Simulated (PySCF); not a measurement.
# CH: energy against distance

Set-up: H def2-TZVPPD, C def2-TZVPPD; no relativity (PySCF 2.14). Energies in eV from H + C in their ground configurations at the same level. State: ²Π (doublet), unpaired electrons π ↑.

All columns are PBE0. A positive dipole means H(−)C(+).

| R (Å) | E (eV) | μ (D) | Mulliken charge on H (basis-dependent) | HOMO (eV) | LUMO (eV) | Mayer bond order | ⟨S²⟩ |
| --- | --- | --- | --- | --- | --- | --- | --- |
| 0.968 | -3.125 | -1.71 | 0.06 | -7.46 | -3.85 | 1.09 | 0.75 |
| 1.012 | -3.378 | -1.64 | 0.03 | -7.45 | -3.84 | 1.11 | 0.75 |
| 1.058 | -3.524 | -1.57 | 0.01 | -7.45 | -3.84 | 1.12 | 0.75 |
| 1.091 | -3.579 | -1.52 | 0.01 | -7.45 | -3.84 | 1.12 | 0.75 |
| 1.125 | -3.595 | -1.46 | 0.01 | -7.45 | -3.85 | 1.12 | 0.75 |
| 1.159 | -3.580 | -1.40 | 0.01 | -7.46 | -3.85 | 1.11 | 0.75 |
| 1.204 | -3.520 | -1.32 | 0.01 | -7.47 | -3.86 | 1.10 | 0.75 |
| 1.260 | -3.396 | -1.21 | 0.02 | -7.49 | -3.88 | 1.09 | 0.75 |
| 1.327 | -3.198 | -1.07 | 0.02 | -7.53 | -3.90 | 1.07 | 0.75 |
| 1.417 | -2.880 | -0.88 | 0.02 | -7.59 | -3.94 | 1.06 | 0.75 |

A fit through these points gives, at Re = 1.124 Å, μ = -1.46 D and dμ/dR = 1.75 D/Å; the reduced mass is 0.9297 u.

Problem. How strong is the fundamental in the double-harmonic approximation, I = 42.26·(dμ/dR)²/μred km/mol?

Solution. I = 42.26·(1.75)²/0.9297 = 139 km/mol at PBE0.

The state was picked by a PBE0 search and need not be the measured ground state.
